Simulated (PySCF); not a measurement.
**Working out the electron affinity of B**

B⁻ [He] 2s2 2p2 (3P) → B [He] 2s2 2p1 (2P). All numbers are calculated (PySCF 2.14, no relativity, point nucleus, in aug-cc-pwCVDZ (5s4p2d, 27 functions)). Frozen: nothing. Energies in hartree (1 hartree = 27.21139 eV):

| part | B⁻ (lower) | B (upper) |
| --- | --- | --- |
| UHF | -24.519619 | -24.530581 |
| MP2 opposite-spin | -0.067139 | -0.060429 |
| MP2 same-spin | -0.014005 | -0.004342 |

What does Hartree-Fock give?

(-24.530581) − (-24.519619) = -0.010962 hartree = -0.298 eV.

What do MP2 and SCS-MP2 (6/5 opposite-spin, 1/3 same-spin) give?

The opposite-spin parts differ by 0.183 eV and the same-spin parts by 0.263 eV. MP2: -0.298 + (0.183) + (0.263) = 0.148 eV. SCS-MP2: -0.298 + 1.2 × (0.183) + (0.263)/3 = 0.009 eV.

A first-order spin-orbit estimate adds 0.000 eV to MP2 (valence and next inner shell), giving 0.148 eV against 0.280 eV (measured; photodetachment measurements, as compiled on the Wikipedia data page of electron affinities).

A double-zeta basis recovers only part of the correlation energy.

What remains against the reference includes basis incompleteness and correlation beyond second order.
